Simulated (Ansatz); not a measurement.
# CHAlO (triplet): the correlation ladder at a displaced geometry (v1), cc-pVDZ

One table from this session's results is given with a row withheld; the runs are named, their logs left out.

Computed with Ansatz 0.2.0, Gaussian basis. Level: cc-pVDZ, core rule «outside noble gas», up to 7 orbitals frozen.

Plan: UHF; CCSD(T) on ROHF; CCSD(T) on UHF; BCCD(T) on ROHF; CISD; CCSDT(Q) on ROHF; CCSDT(Q) on UHF.

22 further runs of the same task are left out: 4 that didn't finish, 18 set aside as unsound or not needed.

## The geometry

The geometry is a PBE0/def2-TZVP stationary point (not a proven minimum) with its atoms shifted at random (size 0.040 Å).

4 atoms, charge 0, spin multiplicity 3.

Atoms are counted from 1 here; the program's logs count them from 0.

Bond lengths: Al1–C2 1.935 Å, Al1–H4 1.555 Å, C2–O3 1.192 Å. Angles: C2–Al1–H4 114.1°, Al1–C2–O3 174.9°.

Set-up of the first run:

The input, in.yaml:

```yaml
crystal:
  periodic: [false, false, false]
  atoms:
    - {symbol: Al, position_ang: [-0.012285, -0.114663, 1.290682]}
    - {symbol: C, position_ang: [-0.013118, 0.059003, -0.636670]}
    - {symbol: O, position_ang: [0.034846, 0.070905, -1.827807]}
    - {symbol: H, position_ang: [-0.067931, 1.240836, 2.049812]}
basis:
  gaussian: {orbitals: cc-pVDZ}
magnetization: {spin_polarized: true, initial_magnetization: 2}
hamiltonian: {xc: hf}
output: {orbitals: {seedname: orbitals}}
```

On the command line:

```
> ansatz run in.yaml --threads 1 --pin off --events-out ev --progress --plain --max-ram 2393MiB
```

Among the steps run: UHF; CCSD(T) on ROHF; CCSD(T) on UHF; BCCD(T) on ROHF; CISD; CCSDT(Q) on ROHF; CCSDT(Q) on UHF.

One table of the session follows, with a row left open; its other results are not shown here.

It belongs to the step «Misses and costs». 

```
   method  from UCCSDT(Q) (kcal/mol)
     ROHF                    +240.45
      UHF                    +238.46
     RMP2                     +21.15
     UMP2                     +22.22
     CISD                     +33.05
    RCCSD                     +11.10
    UCCSD                     +10.99
 RCCSD(T)                      +1.74
 UCCSD(T)                      +1.79
  BCCD(T)                      +1.69
   RCCSDT                          ?
   UCCSDT                      +1.01
RCCSDT(Q)                      +0.19
UCCSDT(Q)                          0
```

Estimate the missing values for RCCSDT.

The run gave: from UCCSDT(Q) (kcal/mol): +1.03. In the column «from UCCSDT(Q) (kcal/mol)» it lies between UCCSDT (+1.01) and BCCD(T) (+1.69).

Caveats from the session: Restricted and unrestricted rows rest on different reference determinants; where their highest levels disagree by more than a few hundredths of an eV, they describe different states and don't form one ladder.
